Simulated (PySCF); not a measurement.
# Magnetisability: SMILES Cc1pccs1, C₄H₅PS

Geometry:
```
atom   x (Å)   y (Å)   z (Å)
  C1  -2.058  -0.035   0.000
  C2  -0.567  -0.080   0.013
  P3   0.369  -1.478   0.340
  C4   1.904  -0.622   0.147
  C5   1.850   0.692  -0.157
  S6   0.291   1.386  -0.323
  H7  -2.432   0.678   0.735
  H8  -2.459  -1.019   0.235
  H9  -2.430   0.271  -0.978
 H10   2.845  -1.135   0.271
 H11   2.693   1.344  -0.307
```

Method used: PySCF 2.14.0, GIAO BP86/6-31G magnetisability, non-relativistic, IEF-PCM dichloromethane. Geometry: GFN2-xTB.

Task: How diamagnetic is it, and how anisotropic?

Result: Isotropic -1238 × 10⁻³⁰ J/T², or -74.6 × 10⁻⁶ cm³/mol; principal values -1824, -963, -928 × 10⁻³⁰ J/T², anisotropy 879 × 10⁻³⁰ J/T² (root of half the summed squared differences of the principal values). The susceptibility is in cgs units.

Task: Split it along the inertial axes a, b, c into diamagnetic and paramagnetic parts about the centre of mass, with the quadrupole moment.

Result: 
```tsv
axis	χ (10⁻⁶ cm³/mol)	diamagnetic (10⁻⁶ cm³/mol)	paramagnetic (10⁻⁶ cm³/mol)	summed x² of all electrons (Å²)	quadrupole Θ (D Å)
a	-57.8	-428.0	370.1	110.9	+12.21
b	-56.0	-523.2	467.1	88.4	-6.96
c	-109.8	-845.6	735.8	12.4	-5.25
```
Anisotropies 2χaa − χbb − χcc = +50.2 and 2χbb − χaa − χcc = +55.6 × 10⁻⁶ cm³/mol. Θ is traceless in Buckingham's convention.
